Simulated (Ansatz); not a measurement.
**How far each method lies from RCCSDTQ for HGe–GeH, triplet**

Geometry: a PBE0/def2-TZVP stationary point for this spin, not checked as a minimum.

```yaml
atoms:
  - { symbol: Ge, position_ang: [0.0000, -0.0625, 1.2017] }
  - { symbol: Ge, position_ang: [0.0000, 0.0625, -1.2017] }
  - { symbol: H, position_ang: [0.0000, 1.4524, 1.6545] }
  - { symbol: H, position_ang: [0.0000, -1.4524, -1.6545] }
```

Basis cc-pVDZ; Ansatz 0.2.0. Correlated methods freeze the noble-gas cores and the filled d shells of p-block atoms, which leaves 10 electrons in 36 orbitals. R marks a restricted (for open shells ROHF) determinant, U an unrestricted one. Active spaces: valence = (10e, 10o) chosen from the atoms' valence shells. No spin–orbit coupling is included, and no scalar relativity.

Full CI isn't at hand for all of this; RCCSDTQ serves as the reference, and is uncertain by about the last step of the cluster series. The frozen core follows each run's orbitals, which can shift R against U totals by a few meV for light atoms and by up to 0.1 eV past Ca.

The UHF ⟨S²⟩ is 2.045, the T1 diagnostic (RCCSD) is 0.0237 and the largest doubles amplitude (RCCSD) is 0.126.

| level | E − E(RCCSDTQ) (mEh) | share of correlation (%) | wall time |
| --- | --- | --- | --- |
| RHF | 198.53 | 0.00 | – |
| RMP2 | 42.82 | 78.43 | – |
| RCCSD | 9.44 | 95.24 | – |
| RCCSD(T) | 2.10 | 98.94 | 18 s |
| BCCD(T) | 2.12 | 98.93 | 19 s |
| RCCSDT | 0.54 | 99.73 | – |
| RCCSDT(Q) | 0.05 | 99.97 | 34 s |

The correlation energy at RCCSDTQ, counted from RHF, is -5.402 eV. That run took 40 s on 2 threads of AMD EPYC 7R13 with a shared H100 80 GB, shared host.

Run but not shown, since their state or frozen core can't be matched to the reference's or they repeat it: UHF, UMP2, CISD, UCCSD, UCCSD(T), UCCSDT, UCCSDT(Q), CASSCF (valence space), NEVPT2 (valence space), MRCISD (valence space), MRCISD+Q (valence space).

Times hold each run's SCF and search for its determinant on a shared host, so for small cases they say little of a method's own cost; they ran on 1 thread of AMD EPYC 7R13.

Natural occupations of CASSCF (valence space) about the gap: 1.986 1.975 1.964 1.918 1.025 0.972 0.066 0.039 0.031 0.024; effectively unpaired electrons, Σ n²(2−n)², 2.06.

Atomization energy (electronic, same basis, no zero-point term; atoms at the same level, unrestricted beside the R rows where the molecule is a closed shell, but restricted open-shell past Ca, as are all atoms' steps beyond CCSDT(Q)) at RCCSDTQ: 703.9 kJ/mol. Errors of other levels:

```tsv
level	error (kJ/mol)
RHF	-204.1
RMP2	-21.8
RCCSD	-19.0
RCCSD(T)	-3.9
BCCD(T)	-4.0
RCCSDT	-1.3
RCCSDT(Q)	-0.1
```

This basis is far from its limit, so the value isn't to be set against a measured one.
